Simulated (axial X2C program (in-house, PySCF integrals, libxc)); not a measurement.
Spectroscopic constants of NaH⁻

Computed with an axial X2C code built on PySCF integrals. Spin-free means the one-electron spin-free X2C Hamiltonian; two-component (2c) means X2C with spin–orbit coupling and atomic mean-field two-electron Coulomb and Gaunt terms, so the difference of the two also holds small scalar two-electron terms. Basis: Na dyall-av3z [10s9p5d2f], H dyall-av3z [7s3p2d] (cores contracted in-house); Gaussian nuclei, density fitting, unrestricted open shells. Masses: Na 22.990 u, H 1.008 u.

Input:
```json
{
 "zs": [
  11,
  1
 ],
 "q": -1,
 "bas": [
  "dyall-av3z",
  "dyall-av3z"
 ],
 "levels": [
  "PBE0",
  "HF",
  "B97-3"
 ],
 "cc": true,
 "r0": 1.87,
 "thr": -2.0,
 "nmax": 90,
 "npts": 10,
 "nst": 2,
 "ntry": 6
}
```
```bash
python so2c.py task.json out
```

Keys: zs atomic numbers; q charge; bas basis sets; levels methods; cc coupled cluster on or off; r0 starting distance in Å; thr threshold in hartree for freezing inner shells (an s shell follows its p shell); nmax most natural virtual spinors; npts points on the curve; nst determinants followed; ntry starts of the search. HF also brings MP2.

State, spin-free: M_S = 1/2, Λ = 0 (beyond evenly filled blocks: σα); electrons by block: σα: 5, σβ: 4, π+α: 1, π+β: 1, π-α: 1, π-β: 1. Fragments: Na + H- for PBE0, MP2, CCSD, CCSD(T), B97-3; Na- + H for HF.

State, 2c: Ω = 1/2 (⟨Sz⟩ = 0.50, ⟨Lz⟩ = 0.00 at PBE0); electrons by block: 1/2: 6, -1/2: 5, 3/2: 1, -3/2: 1. Fragments: Na + H- for PBE0, MP2, CCSD, CCSD(T), B97-3; Na- + H for HF.

```json
{"Hamiltonian": "spin-free", "level": "PBE0", "Re (Å)": "1.995", "ωe (cm⁻¹)": "948.6", "Be (cm⁻¹)": "4.386", "De (eV)": "1.61", "k (mdyn/Å)": "0.512", "μ (D)": "4.14"}
{"Hamiltonian": "spin-free", "level": "HF", "Re (Å)": "2.024", "ωe (cm⁻¹)": "946.7", "Be (cm⁻¹)": "4.264", "De (eV)": "n/a", "k (mdyn/Å)": "0.51", "μ (D)": "3.78"}
{"Hamiltonian": "spin-free", "level": "MP2", "Re (Å)": "1.988", "ωe (cm⁻¹)": "965.9", "Be (cm⁻¹)": "4.418", "De (eV)": "1.58", "k (mdyn/Å)": "0.531", "μ (D)": "n/a"}
{"Hamiltonian": "spin-free", "level": "CCSD", "Re (Å)": "2.002", "ωe (cm⁻¹)": "935.2", "Be (cm⁻¹)": "4.354", "De (eV)": "1.54", "k (mdyn/Å)": "0.498", "μ (D)": "n/a"}
{"Hamiltonian": "spin-free", "level": "CCSD(T)", "Re (Å)": "2.000", "ωe (cm⁻¹)": "936.3", "Be (cm⁻¹)": "4.364", "De (eV)": "1.54", "k (mdyn/Å)": "0.499", "μ (D)": "n/a"}
{"Hamiltonian": "spin-free", "level": "B97-3", "Re (Å)": "1.987", "ωe (cm⁻¹)": "962.9", "Be (cm⁻¹)": "4.421", "De (eV)": "1.61", "k (mdyn/Å)": "0.527", "μ (D)": "5.37"}
{"Hamiltonian": "2c", "level": "PBE0", "Re (Å)": "1.995", "ωe (cm⁻¹)": "948.5", "Be (cm⁻¹)": "4.386", "De (eV)": "1.61", "k (mdyn/Å)": "0.512", "μ (D)": "4.14"}
{"Hamiltonian": "2c", "level": "HF", "Re (Å)": "2.024", "ωe (cm⁻¹)": "946.6", "Be (cm⁻¹)": "4.264", "De (eV)": "n/a", "k (mdyn/Å)": "0.51", "μ (D)": "3.78"}
{"Hamiltonian": "2c", "level": "MP2", "Re (Å)": "1.988", "ωe (cm⁻¹)": "965.8", "Be (cm⁻¹)": "4.417", "De (eV)": "1.58", "k (mdyn/Å)": "0.531", "μ (D)": "n/a"}
{"Hamiltonian": "2c", "level": "CCSD", "Re (Å)": "2.003", "ωe (cm⁻¹)": "935.2", "Be (cm⁻¹)": "4.354", "De (eV)": "1.54", "k (mdyn/Å)": "0.497", "μ (D)": "n/a"}
{"Hamiltonian": "2c", "level": "CCSD(T)", "Re (Å)": "2.000", "ωe (cm⁻¹)": "936.3", "Be (cm⁻¹)": "4.364", "De (eV)": "1.54", "k (mdyn/Å)": "0.499", "μ (D)": "n/a"}
{"Hamiltonian": "2c", "level": "B97-3", "Re (Å)": "1.987", "ωe (cm⁻¹)": "962.8", "Be (cm⁻¹)": "4.421", "De (eV)": "1.61", "k (mdyn/Å)": "0.527", "μ (D)": "5.37"}
```

Correlated methods: 11 electrons correlated (number of frozen shells: Na 1 s; H none), 187 virtual spin orbitals or spinors in MP2, 90 natural virtuals in coupled cluster.

Dipoles are positive if H is the positive end and refer to the centre of mass.

The state is a single determinant with fixed occupations, the lowest that a limited PBE0 search found. Dissociation energies refer to the lowest single-determinant-based atoms at the same level and basis. De is not given where an atomic determinant may have missed its ground term or J level, or where the truncated virtual space spoils (T). Density functionals use the spin component along the axis (collinear). Coupled cluster ran in a truncated set of natural virtual spinors; the MP2 energy of the rest was added. (T) has no such correction and the atoms are truncated less, which lowers De at CCSD(T) by a hundredth of an eV or more. The highest occupied level of some functionals is positive through self-interaction error; at Hartree–Fock it is bound.

Rough cost a point (2c) on 1 thread(s) of a shared host, integrals apart: PBE0 0.23 s, HF 0.11 s, CCSD(T) 3 s, B97-3 0.29 s.

The whole task took 83 s on 1 thread of Arm Neoverse V1 (shared host).
